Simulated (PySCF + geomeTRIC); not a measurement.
Level of theory: PySCF + geomeTRIC with TPSS-D3(BJ)/def2-SVP. fastk is a local helper that only speeds up exchange builds. No frequencies were computed at this level.

```python
import json, numpy as np
from pyscf import gto, dft
from fastk import lowrank_exchange
atoms = """
C      0.013662    -0.010260     0.016677
O     -0.040058     1.294873    -0.103086
H      0.952572    -0.474403    -0.332400
H     -0.188924    -0.316863     1.069779
H     -0.851912    -0.484536    -0.502621
"""
def scf(charge, spin, dm0=None):
    mol = gto.M(atom=atoms, basis='def2-svp', ecp={}, charge=charge, spin=spin, verbose=3, max_memory=5040)
    mf = dft.KS(mol, xc='tpss').density_fit(auxbasis="def2-universal-jkfit")
    mf.disp = 'd3bj'
    mf.grids.level = 3
    mf.conv_tol = 1e-8
    mf.max_cycle = 120
    mf.level_shift = 0.25
    mf.kernel(dm0)
    if not mf.converged:
        mf = mf.newton().run(mf.mo_coeff, mf.mo_occ).undo_soscf()
    return mf
mf = scf(0, 1)
lowrank_exchange(mf)  # same exchange matrices as the stock routine, built faster for response steps
mo, _, stable, _ = mf.stability(return_status=True)
if not stable:
    mf.kernel(mf.make_rdm1(mo, mf.mo_occ))
del mf.get_jk
from pyscf.geomopt.geometric_solver import kernel as optimize
path = []
done, mol = optimize(mf, maxsteps=120, assert_convergence=False, callback=lambda env: path.append((env["energy"], bool(env["g_scanner"].converged))))
res = dict(converged=bool(done and path[-1][1]), energy=path[-1][0], path=[e for e, c in path], xyz=mol.atom_coords(unit="Angstrom").tolist(), nao=mol.nao)
json.dump(res, open("result.json", "w"))
```

Output:

```
converged SCF energy = -114.97950578493  <S^2> = 0.75320591  2S+1 = 2.0032033
<class 'pyscf.df.df_jk.DFUKS'> wavefunction is stable in the internal stability analysis
Geometry optimization cycle 1
converged SCF energy = -114.979505798392  <S^2> = 0.75320573  2S+1 = 2.0032032
cycle 1: E = -114.979505798  dE = -114.98  norm(grad) = 0.0489264
Geometry optimization cycle 2
converged SCF energy = -114.981162206967  <S^2> = 0.75310329  2S+1 = 2.0031009
cycle 2: E = -114.981162207  dE = -0.00165641  norm(grad) = 0.0164234
Geometry optimization cycle 3
converged SCF energy = -114.98137765712  <S^2> = 0.75298944  2S+1 = 2.0029872
cycle 3: E = -114.981377657  dE = -0.00021545  norm(grad) = 0.00784814
Geometry optimization cycle 4
converged SCF energy = -114.981441330222  <S^2> = 0.75287911  2S+1 = 2.002877
cycle 4: E = -114.98144133  dE = -6.36731e-05  norm(grad) = 0.000532327
Geometry optimization cycle 5
converged SCF energy = -114.981442971941  <S^2> = 0.75287671  2S+1 = 2.0028746
cycle 5: E = -114.981442972  dE = -1.64172e-06  norm(grad) = 0.000760251
Geometry optimization cycle 6
converged SCF energy = -114.981446272323  <S^2> = 0.75287747  2S+1 = 2.0028754
cycle 6: E = -114.981446272  dE = -3.30038e-06  norm(grad) = 0.00106097
Geometry optimization cycle 7
converged SCF energy = -114.981452814661  <S^2> = 0.75287783  2S+1 = 2.0028758
cycle 7: E = -114.981452815  dE = -6.54234e-06  norm(grad) = 0.00150527
Geometry optimization cycle 8
converged SCF energy = -114.981465791955  <S^2> = 0.75287815  2S+1 = 2.0028761
cycle 8: E = -114.981465792  dE = -1.29773e-05  norm(grad) = 0.00212426
Geometry optimization cycle 9
converged SCF energy = -114.981490426674  <S^2> = 0.75287853  2S+1 = 2.0028765
cycle 9: E = -114.981490427  dE = -2.46347e-05  norm(grad) = 0.00284851
Geometry optimization cycle 10
converged SCF energy = -114.981531517099  <S^2> = 0.75287924  2S+1 = 2.0028772
cycle 10: E = -114.981531517  dE = -4.10904e-05  norm(grad) = 0.00352629
Geometry optimization cycle 11
converged SCF energy = -114.981587490543  <S^2> = 0.75288067  2S+1 = 2.0028786
cycle 11: E = -114.981587491  dE = -5.59734e-05  norm(grad) = 0.00377325
Geometry optimization cycle 12
converged SCF energy = -114.981643499993  <S^2> = 0.75288269  2S+1 = 2.0028806
cycle 12: E = -114.9816435  dE = -5.60095e-05  norm(grad) = 0.00351954
Geometry optimization cycle 13
converged SCF energy = -114.98073349829  <S^2> = 0.75293017  2S+1 = 2.002928
cycle 13: E = -114.980733498  dE = 0.000910002  norm(grad) = 0.0195686
Geometry optimization cycle 14
converged SCF energy = -114.981636029593  <S^2> = 0.75290454  2S+1 = 2.0029024
cycle 14: E = -114.98163603  dE = -0.000902531  norm(grad) = 0.00570149
Geometry optimization cycle 15
converged SCF energy = -114.981729525466  <S^2> = 0.75289171  2S+1 = 2.0028896
cycle 15: E = -114.981729525  dE = -9.34959e-05  norm(grad) = 0.000988581
Geometry optimization cycle 16
converged SCF energy = -114.981732417728  <S^2> = 0.75289018  2S+1 = 2.0028881
cycle 16: E = -114.981732418  dE = -2.89226e-06  norm(grad) = 0.000457683
Geometry optimization cycle 17
converged SCF energy = -114.981733174355  <S^2> = 0.75288812  2S+1 = 2.002886
cycle 17: E = -114.981733174  dE = -7.56627e-07  norm(grad) = 7.51901e-05
<class 'geometric.internal.Distance'> : 4
<class 'geometric.internal.Angle'> : 6
<class 'geometric.internal.TranslationX'> : 1
<class 'geometric.internal.TranslationY'> : 1
<class 'geometric.internal.TranslationZ'> : 1
<class 'geometric.internal.RotationA'> : 1
<class 'geometric.internal.RotationB'> : 1
<class 'geometric.internal.RotationC'> : 1
Step    0 : Gradient = 2.188e-02/3.886e-02 (rms/max) Energy = -114.9795057984
Step    1 : Displace = 2.203e-02/3.698e-02 (rms/max) Trust = 1.000e-01 (=) Grad = 7.345e-03/1.386e-02 (rms/max) E (change) = -114.9811622070 (-1.656e-03) Quality = 1.058
Step    2 : Displace = 6.807e-03/9.721e-03 (rms/max) Trust = 1.414e-01 (+) Grad = 3.510e-03/6.730e-03 (rms/max) E (change) = -114.9813776571 (-2.155e-04) Quality = 1.410
Step    3 : Displace = 5.395e-03/8.433e-03 (rms/max) Trust = 2.000e-01 (+) Grad = 2.381e-04/4.140e-04 (rms/max) E (change) = -114.9814413302 (-6.367e-05) Quality = 1.019
Step    4 : Displace = 8.299e-04/9.772e-04 (rms/max) Trust = 2.828e-01 (+) Grad = 3.400e-04/6.485e-04 (rms/max) E (change) = -114.9814429719 (-1.642e-06) Quality = 2.202
Step    5 : Displace = 1.149e-03/1.378e-03 (rms/max) Trust = 3.000e-01 (+) Grad = 4.745e-04/9.098e-04 (rms/max) E (change) = -114.9814462723 (-3.300e-06) Quality = 2.403
Step    6 : Displace = 1.591e-03/1.910e-03 (rms/max) Trust = 3.000e-01 (=) Grad = 6.732e-04/1.292e-03 (rms/max) E (change) = -114.9814528147 (-6.542e-06) Quality = 2.494
Step    7 : Displace = 2.257e-03/2.702e-03 (rms/max) Trust = 3.000e-01 (=) Grad = 9.500e-04/1.825e-03 (rms/max) E (change) = -114.9814657920 (-1.298e-05) Quality = 2.466
Step    8 : Displace = 3.168e-03/3.777e-03 (rms/max) Trust = 3.000e-01 (=) Grad = 1.274e-03/2.453e-03 (rms/max) E (change) = -114.9814904267 (-2.463e-05) Quality = 2.368
Step    9 : Displace = 4.169e-03/4.928e-03 (rms/max) Trust = 3.000e-01 (=) Grad = 1.577e-03/3.043e-03 (rms/max) E (change) = -114.9815315171 (-4.109e-05) Quality = 2.251
Step   10 : Displace = 5.003e-03/5.803e-03 (rms/max) Trust = 3.000e-01 (=) Grad = 1.687e-03/3.267e-03 (rms/max) E (change) = -114.9815874905 (-5.597e-05) Quality = 2.077
Step   11 : Displace = 5.074e-03/5.648e-03 (rms/max) Trust = 3.000e-01 (=) Grad = 1.574e-03/3.056e-03 (rms/max) E (change) = -114.9816435000 (-5.601e-05) Quality = 1.933
Step   12 : Displace = 4.690e-02/5.165e-02 (rms/max) Trust = 3.000e-01 (=) Grad = 8.751e-03/1.616e-02 (rms/max) E (change) = -114.9807334983 (+9.100e-04) Quality = -3.627
Step   13 : Displace = 2.360e-02/2.558e-02 (rms/max) Trust = 2.345e-02 (x) Grad = 2.550e-03/4.613e-03 (rms/max) E (change) = -114.9816360296 (+7.470e-06) Quality = -0.040
Step   14 : Displace = 1.182e-02/1.367e-02 (rms/max) Trust = 1.173e-02 (-) Grad = 4.421e-04/8.444e-04 (rms/max) E (change) = -114.9817295255 (-9.350e-05) Quality = 0.782
Step   15 : Displace = 1.586e-03/1.984e-03 (rms/max) Trust = 1.658e-02 (+) Grad = 2.047e-04/3.903e-04 (rms/max) E (change) = -114.9817324177 (-2.892e-06) Quality = 1.358
Step   16 : Displace = 1.098e-03/1.440e-03 (rms/max) Trust = 2.345e-02 (+) Grad = 3.363e-05/6.061e-05 (rms/max) E (change) = -114.9817331744 (-7.566e-07) Quality = 1.106
Converged! =D
```

Cost: roughly 5 core-minutes.
